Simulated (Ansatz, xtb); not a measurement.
Two isomers of C4H7FO

Structure X: `C=C(O)[C@@H](C)F`, a singlet. Structure Y: `CC(=O)[C@@H](C)F`, a singlet. Both are isolated molecules in the gas phase, relaxed with B3LYP-D3(BJ)/def2-SVP; each stands in its lowest conformer found.

X (Å):

```xyz
13

C     0.2154   -0.3024    1.9440
C    -0.1460    0.8094    1.2947
C    -0.2538    0.9170   -0.2083
C     0.7422    1.9034   -0.7968
F    -0.0536   -0.3286   -0.7785
O    -0.4613    2.0022    1.8692
H     0.2823   -0.3299    3.0353
H     0.4416   -1.2064    1.3816
H    -0.3787    1.9240    2.8294
H    -1.2852    1.2347   -0.4514
H     0.6087    1.9747   -1.8862
H     0.5950    2.8969   -0.3503
H     1.7681    1.5671   -0.5829
```

Y (Å):

```yaml
atoms:
  - { symbol: C, position_ang: [-2.2335, 0.9146, -1.8066] }
  - { symbol: C, position_ang: [-1.0376, -0.0034, -1.7829] }
  - { symbol: C, position_ang: [0.2645, 0.5379, -2.3872] }
  - { symbol: C, position_ang: [0.8608, -0.4161, -3.4043] }
  - { symbol: F, position_ang: [0.0396, 1.7793, -2.9701] }
  - { symbol: O, position_ang: [-1.0540, -1.1182, -1.3127] }
  - { symbol: H, position_ang: [-2.4793, 1.1830, -2.8465] }
  - { symbol: H, position_ang: [-1.9974, 1.8617, -1.2953] }
  - { symbol: H, position_ang: [-3.0867, 0.4197, -1.3257] }
  - { symbol: H, position_ang: [0.9655, 0.6907, -1.5450] }
  - { symbol: H, position_ang: [0.1820, -0.5287, -4.2639] }
  - { symbol: H, position_ang: [1.0005, -1.4001, -2.9360] }
  - { symbol: H, position_ang: [1.8289, -0.0404, -3.7652] }
```

Quicker runs give these differences E(Y) − E(X): GFN2-xTB −36.0 kJ/mol; HF/STO-3G −79.0 kJ/mol (at GFN2-xTB geometries); r2SCAN-D4/def2-SVP −57.0 kJ/mol (at GFN2-xTB geometries).

**Question.** Estimate E(Y) − E(X) at the level CCSD(T)/def2-SVP + ΔMP2/def2-TZVPP.

**Answer.** Calculated at CCSD(T)/def2-SVP + ΔMP2/def2-TZVPP: E(Y) − E(X) = −46.7 kJ/mol, so structure Y lies lower.

How the difference moves with the method:

| level | geometry | E(Y) − E(X) (kJ/mol) | departure from the last row (kJ/mol) | job, with rough time for the two |
| --- | --- | --- | --- | --- |
| GFN2-xTB | GFN2-xTB | −36.0 | +10.8 | optimisation, 0.34 s |
| HF/STO-3G | GFN2-xTB | −79.0 | −32.3 | single point, 0.57 s |
| r2SCAN-D4/def2-SVP | GFN2-xTB | −57.0 | −10.2 | single point, 3 s |
| B3LYP-D3(BJ)/def2-SVP | B3LYP-D3(BJ)/def2-SVP | −54.8 | −8.0 | optimisation, 58 s |
| HF/def2-SVP | B3LYP-D3(BJ)/def2-SVP | −60.2 | −13.5 | part of the CCSD(T) run |
| MP2/def2-SVP | B3LYP-D3(BJ)/def2-SVP | −60.5 | −13.7 | part of the CCSD(T) run |
| CCSD(T)/def2-SVP | B3LYP-D3(BJ)/def2-SVP | −59.7 | −12.9 | single point |
| CCSD(T)/def2-SVP + ΔMP2/def2-TZVPP | B3LYP-D3(BJ)/def2-SVP | −46.7 |  | single point, 50 s |

As drawn, Y has 1 C–C, 1 C=O, 1 C–H in place of 1 C=C, 1 C–O, 1 O–H.

None of the levels shown reverses the order. The largest departure from CCSD(T)/def2-SVP + ΔMP2/def2-TZVPP is that of HF/STO-3G, 32.3 kJ/mol. The last row adds to CCSD(T) the change of the MP2 difference between the two basis sets, here +12.9 kJ/mol, a large step that makes the value less sure.

With thermal terms from frequencies at re-optimised GFN2-xTB minima (ideal gas, soft modes damped towards free rotors, one conformer each, 298.15 K, 1 atm): on the last row, ΔE + ΔZPE = −47.3, ΔH = −46.5, ΔG = −48.5 kJ/mol.

The correlated steps freeze 6 core orbitals. Run with Ansatz 0.2.0, xtb 6.7.1; the last row on 2 threads of Intel(R) Xeon(R) Processor @ 2.70GHz on a shared host.
